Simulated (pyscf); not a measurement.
PySCF, gas phase, ωB97X-D3(BJ)/def2-SVP geometries.

Problem. `[F][Si]([F])([O][SiH3])[O][SiH3]` + `[OH][SiH3]` + `[FH]` -> `[F][Si]([O][SiH3])([O][SiH3])[O][SiH3]` + `[FH]` + `[FH]`
Surface: singlet. Broken: F–Si, H–O, F–H. Formed: O–Si, F–H, F–H. Give ΔE‡ and ΔE from ωB97M-D3(BJ)/def2-TZVP, relative to the separated reactants.

Solution. ΔE‡ = 5.1 kcal/mol, ΔE = +5.3 kcal/mol. Zero-point energy shifts the barrier by +1.9 kcal/mol. It is a multi-bond step, with an imaginary mode of 719i cm⁻¹. On the reactant side the descent ends in an adduct with a O–Si, O–Si contact, 5.5 kcal/mol under the separated species and 7.9 kcal/mol under the saddle at ωB97X-D3(BJ)/def2-TZVP. On the product side the descent ends in a bound adduct (not fully relaxed), 15.5 kcal/mol under the separated species and 15.0 kcal/mol under the saddle at ωB97X-D3(BJ)/def2-TZVP. What is counted as formed (O–Si) is already present as a longer contact in the reactant adduct; forming that adduct is a step of its own. At ωB97X-D3(BJ) the barrier from the zero used here is 2.5 kcal/mol. This is the saddle that the search found; another between the same sides may lie lower.
